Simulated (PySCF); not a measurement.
One of the candidates below gave these computed data.

All candidates are C5H10S.

* Polarisability: 78.2 au [PBE0/def2-SVPD]
* Triplet: lowest triplet excitation (Tamm–Dancoff): 4.13 eV [TDA PBE0/def2-SVPD]
* Dipole: 2.27 D [PBE0/def2-SVPD]
* UV, first state: lowest singlet excitation: 4.62 eV (268 nm, f = 0.000) [TDDFT PBE0/def2-SVPD]
* Rotational structure: rotational constants A, B, C: 7.493, 1.633, 1.435 GHz [GFN2-xTB]
* UV, strongest line: among the 6 lowest singlet transitions: S4 at 6.27 eV (198 nm, f = 0.033) [TDDFT PBE0/def2-SVPD]
* 13C NMR: chemical shifts (computed TMS as zero) by class: 42.2 (1 C), 36.1 (2 C), 35.6 (1 C), 12.4 (1 C) ppm [GIAO PBE0/pcSseg-1]
* 1H NMR: chemical shifts (computed TMS as zero) by class: 3.17 (2 H), 3.08 (2 H), 2.98 (1 H), 1.39 (2 H), 0.80 (3 H) ppm [GIAO PBE0/pcSseg-1]
* NMR, other nuclei: isotropic shieldings of nuclei other than C and H, by class: 559 (1 S) ppm [GIAO PBE0/pcSseg-1]

Gas-phase values; electronic properties from PySCF, density fitting. Levels stand in brackets. Geometry: GFN2-xTB, one conformer, isolated molecule. NMR values are class means; diastereotopic atoms form classes of their own.

**Question.** Which candidate is it?
A. `CCC1CSC1`
B. `C[C@@H]1CCCS1`
C. `CC(C)[C@H]1CS1`

**Answer.** A. It is `CCC1CSC1`. Numbering: `[CH3:1][CH2:2][CH:3]1[CH2:4][S:5][CH2:6]1`. Its formula, C5H10S, gives 1 degree of unsaturation: 1 ring and 0 π bonds in the structure found. 5 carbons fall into 4 classes; from least to most shielded: four-membered-ring carbon [C3] (42.2 ppm), ring sp3 carbon bound to sulfur [C4/C6] (36.1 ppm, 2 C), chain CH2 carbon [C2] (35.6 ppm), methyl carbon [C1] (12.4 ppm). Hydrogen classes from least to most shielded: 2 H on 2 like atoms (sp3 carbon bound to sulfur), C4/C6 (3.17 ppm), 2 H on 2 like atoms (sp3 carbon bound to sulfur), C4/C6 (3.08 ppm), 1 H on a four-membered-ring carbon, C3 (2.98 ppm), 2 H on a chain CH2 carbon, C2 (1.39 ppm), 3 H on a methyl carbon, C1 (0.80 ppm). The other shieldings belong to: 559 ppm, sulfide sulfur [S5]. The optimised geometry has point group C1 and is an asymmetric top.

The others, at the same levels:
- `CC(C)[C@H]1CS1` fails: it has 5 carbon classes against 4; its computed 13C shifts are 44.8 (1 C), 41.8 (1 C), 27.6 (1 C), 25.0 (1 C), 24.0 (1 C) ppm, 1H shifts are 2.39 (1 H), 2.31 (1 H), 2.03 (1 H), 1.20 (3 H), 1.11 (3 H), 0.70 (1 H) ppm and rotational constant A is 5.107 GHz (against 7.493 GHz).
- `C[C@@H]1CCCS1` fails: it has 5 carbon classes against 4; its computed 13C shifts are 50.0 (1 C), 43.1 (1 C), 38.6 (1 C), 35.9 (1 C), 24.8 (1 C) ppm, 1H shifts are 3.53 (1 H), 3.06 (1 H), 2.79 (1 H), 2.10 (1 H), 2.06 (1 H), 1.77 (1 H), 1.36 (3 H), 1.15 (1 H) ppm and rotational constant A is 4.187 GHz (against 7.493 GHz).

Each candidate is one conformer, not necessarily the lowest. The conformers computed, where there is a choice (atom-mapped SMILES and torsion angles):
- `[CH3:1][CH2:2][CH:3]1[CH2:4][S:5][CH2:6]1`: C1–C2–C3–C4 -179°
- `[CH3:1][CH:2]([CH3:3])[C@H:4]1[CH2:5][S:6]1`: C1–C2–C4–C5 83°

The conformers of `C[C@@H]1CCCS1` aren't listed.
